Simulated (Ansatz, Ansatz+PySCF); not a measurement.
```yaml
atoms:
  - { symbol: C, position_ang: [0.0000, 0.0037, -0.6149] }
  - { symbol: C, position_ang: [0.0000, -0.0037, 0.6149] }
  - { symbol: C, position_ang: [0.0000, 1.1274, -1.4050] }
  - { symbol: C, position_ang: [0.0000, -1.1274, 1.4050] }
  - { symbol: H, position_ang: [0.0000, -0.8843, -1.0984] }
  - { symbol: H, position_ang: [0.0000, 0.8843, 1.0984] }
  - { symbol: H, position_ang: [0.0000, 1.9744, -0.8505] }
  - { symbol: H, position_ang: [0.8124, 1.1514, -2.0131] }
  - { symbol: H, position_ang: [-0.8124, 1.1514, -2.0131] }
  - { symbol: H, position_ang: [0.0000, -1.9744, 0.8505] }
  - { symbol: H, position_ang: [0.8124, -1.1514, 2.0131] }
  - { symbol: H, position_ang: [-0.8124, -1.1514, 2.0131] }
```

RHF-MP2 on singlet C₄H₈ was run in several spherical basis sets with Ansatz (development build ahead of 0.2.0). Frozen core: 4 orbitals. Caution for RHF-MP2: no unrestricted run beside it, a lower state can exist.

**Question.** Rank the basis sets by the total energy that they give, lowest first, with the distance from the lowest.
A. cc-pVDZ
B. def2-SVP
C. 6-31G(d)

**Answer.** A (0.00 eV), C (1.40 eV), B (3.16 eV).

Totals follow the description of the cores as much as that of the bonds, so this order isn't one of quality for chemistry.
